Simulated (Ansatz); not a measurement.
# C₂HSi+ (singlet): from Hartree-Fock to the top rungs, cc-pVDZ

One table from this session's results is given with a row withheld; the runs are named, their logs left out.

Method: cc-pVDZ, core rule «outside noble gas», up to 7 orbitals frozen; program: Ansatz 0.2.0, Gaussian basis.

To be run: UHF; CCSD(T) on RHF; CCSD(T) on UHF; BCCD(T) on RHF; CISD; CCSDT(Q) on RHF; CCSDT(Q) on UHF; CASSCF and MRCISD+Q, 8 electrons in 8 orbitals; CASSCF and NEVPT2, 8 electrons in 8 orbitals.

24 further runs of the same task are left out: 5 that didn't finish, 19 set aside as unsound or not needed. Runs told in other sessions of the task aren't counted.

### What is computed

The geometry is a PBE0/def2-TZVP stationary point (not a proven minimum) of the parent state, kept for this charge and spin.

4 atoms, charge 1, spin multiplicity 1.

Atoms are counted from 1 here; the program's logs count them from 0.

Bond lengths: C1–C2 1.222 Å, C1–H4 1.067 Å, C2–Si3 1.799 Å. Angles: C2–C1–H4 180.0°, C1–C2–Si3 180.0°.

Set-up of the first run:

in.yaml reads:

```yaml
crystal:
  periodic: [false, false, false]
  atoms:
    - {symbol: C, position_ang: [0.000000, 0.000000, 0.794175]}
    - {symbol: C, position_ang: [0.000000, 0.000000, -0.427825]}
    - {symbol: Si, position_ang: [0.000000, 0.000000, -2.227125]}
    - {symbol: H, position_ang: [0.000000, 0.000000, 1.860775]}
basis:
  gaussian: {orbitals: cc-pVDZ}
total_charge: 1
magnetization: {spin_polarized: true, initial_magnetization: 0}
hamiltonian: {xc: hf}
output: {orbitals: {seedname: orbitals}}
```

The run is started by

```sh
$ ansatz run in.yaml --threads 1 --pin off --events-out ev --progress --plain --max-ram 2393MiB
```

Steps of the session up to this table: UHF; CCSD(T) on RHF; CCSD(T) on UHF; BCCD(T) on RHF; CISD; CCSDT(Q) on RHF; CCSDT(Q) on UHF; CASSCF and MRCISD+Q, 8 electrons in 8 orbitals; CASSCF and NEVPT2, 8 electrons in 8 orbitals.

One table of the session follows, with a row left open; its other results are not shown here.

| method | from RCCSDT(Q) (kJ/mol) |
| --- | --- |
| RHF | +908.0 |
| UHF | +907.3 |
| RMP2 | +113.1 |
| CISD | +142.4 |
| RCCSD | +51.2 |
| RCCSD(T) | +6.4 |
| BCCD(T) | +6.2 |
| RCCSDT | +4.7 |
| RCCSDT(Q) | 0 |
| CASSCF frontier | +585.8 |
| MRCISD frontier | ? |
| MRCISD+Q frontier | +7.3 |

Estimate the missing values for MRCISD frontier.

As computed: from RCCSDT(Q) (kJ/mol): +62.2. In the column «from RCCSDT(Q) (kJ/mol)» it lies between RCCSD (+51.2) and RMP2 (+113.1).

Not comparable, so not listed: CCSD(T) on UHF; CASSCF and NEVPT2, 8 electrons in 8 orbitals (they don't share determinant, frozen orbitals or solution with the rows shown, or repeat one).

Caveats from the session: Warnings: restricted reference is unstable; spin contamination. Warnings in the runs' records: passed over end.
